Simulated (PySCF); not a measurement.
**CCSDT/STO-3G run of H2O2 (hydrogen peroxide)**

What is the vertical singlet–triplet gap of H2O2 (hydrogen peroxide) at CCSDT/STO-3G? The job is set up through a Python script.

The results are computed with PySCF 2.14.0.

8 further runs of the same task are left out: 8 set aside as unsound or not needed.

## Step 1: The structure to begin with

The species is H2O2 (4 atoms), meant as a singlet with charge 0. As SMILES, `OO`. Geometry: relaxed at PBE0-D4/def2-TZVP.

Bond lengths: O1–O2 1.426 Å, O1–H3 0.965 Å, O2–H4 0.965 Å. Angles: O1–O2–H4 101.1°, O2–O1–H3 101.1°.

## Step 2: The energy at CCSDT/STO-3G

File input.py:

```python
from pyscf import gto, scf, cc

mol = gto.Mole()
mol.atom = 'O -0.486800 -0.581100 0.030600; O 0.048300 0.728400 0.206900; H 0.186400 -1.117000 0.467400; H 0.252100 0.969800 -0.704900'
mol.spin = 0
mol.max_memory = 1860
mol.basis = 'sto-3g'
mol.verbose = 3
mol.charge = 0
mol.build()

mf = scf.RHF(mol)
mf.conv_tol = 1e-10
mf.kernel()
if not mf.converged:
    mf = mf.newton().run(mf.mo_coeff, mf.mo_occ)

mycc = cc.CCSDT(mf, frozen=2)
mycc.kernel()
etot = mycc.e_tot
print('Final energy', etot)
```

The run is started by

```
$ OMP_NUM_THREADS=1 python input.py
```

Standard output:

```text
converged SCF energy = -148.760540624267
_make_eris_incore_RCCSDT

WARN: A large `blksize` is being used, which may cause large memory consumption
      for storing contraction intermediates. If memory is sufficient, consider using
      `pyscf.cc.rccsdt_highm.RCCSDT` instead.

RCCSDT converged
E(RCCSDT) = -148.8653577029725   E_corr = -0.1048170787052714
E_corr(same-spin) = -0.004645440204634
E_corr(oppo-spin) = -0.100171638500637
Final energy -148.86535770297255
```

Run time: 0.68 s. Hardware: 1 thread of Arm Neoverse V2, shared host; peak memory 0.1 GiB.

## Step 3: The triplet

File calc.py:

```python
from pyscf import gto, scf, cc

mol = gto.M(
    atom='''
O     -0.919919    -1.098120     0.057826
O      0.091274     1.376477     0.390984
H      0.352245    -2.110824     0.883258
H      0.476400     1.832656    -1.332068
''',
    basis='sto-3g',
    spin=2,
    max_memory=1860,
    unit='bohr',
    verbose=3,
)

calc0 = scf.UHF(mol)
calc0.conv_tol = 1e-10
calc0.kernel()
if not calc0.converged:
    calc0 = calc0.newton().run(calc0.mo_coeff, calc0.mo_occ)

mycc = cc.CCSDT(calc0, frozen=2)
mycc.kernel()
e_final = mycc.e_tot
print('E = %.10f Eh' % e_final)
```

The run is started by

```
$ OMP_NUM_THREADS=1 python calc.py
```

Standard output:

```text
WARN: HOMO 0.128739171502212 >= LUMO -0.298990534011843

converged SCF energy = -148.516730622724  <S^2> = 2.0060515  2S+1 = 3.0040316
_make_eris_incore_UCCSDT

WARN: A large `blksize_v_aaa` is being used, which may cause large memory consumption
      for storing contraction intermediates. If memory is sufficient, consider using
      `pyscf.cc.uccsdt_highm.UCCSDT` instead.

WARN: A large `blksize_v_aab` is being used, which may cause large memory consumption
      for storing contraction intermediates. If memory is sufficient, consider using
      `pyscf.cc.uccsdt_highm.UCCSDT` instead.

UCCSDT converged
E(UCCSDT) = -148.6194890675966   E_corr = -0.1027584448722622
E_corr(same-spin) = -0.0438573983806503
E_corr(oppo-spin) = -0.0589010464916118
E = -148.6194890676 Eh
```

It took 0.84 s on 1 thread of Arm Neoverse V2, shared host; peak memory 0.1 GiB.

## Step 4: Outcome

Level: CCSDT/STO-3G, 2 core orbitals frozen.

| quantity | value |
| --- | --- |
| singlet: total energy | -148.86536 Eh |
| singlet: dipole moment (Hartree–Fock density) | 1.57 D |
| singlet: HOMO energy (Hartree–Fock orbitals) | -9.92 eV |
| singlet: LUMO energy (Hartree–Fock orbitals) | 13.16 eV |
| singlet: HOMO–LUMO gap (Hartree–Fock orbitals) | 23.08 eV |
| singlet: correlation energy (2 core orbitals frozen) | -104.8 mEh |
| singlet: T1 diagnostic | 0.007 |
| triplet: total energy | -148.61949 Eh |
| triplet: dipole moment (Hartree–Fock density) | 1.17 D |
| triplet: HOMO energy (Hartree–Fock orbitals) (highest over α and β) | -3.67 eV |
| triplet: LUMO energy (Hartree–Fock orbitals) (lowest over α and β) | 6.13 eV |
| triplet: correlation energy (2 core orbitals frozen) | -102.8 mEh |
| triplet: ⟨S²⟩ of the reference determinant | 2.006 |
| triplet: T1 diagnostic | 0.011 |
| vertical energy of the triplet above the singlet | 6.690 eV |

At this shape the triplet lies 6.69 eV (154 kcal/mol) above the singlet. In a minimal basis such a difference can be off by several eV, whatever the method. Mulliken charges (triplet) of the mean-field density run from -0.17 on O1 to +0.17 on H3.
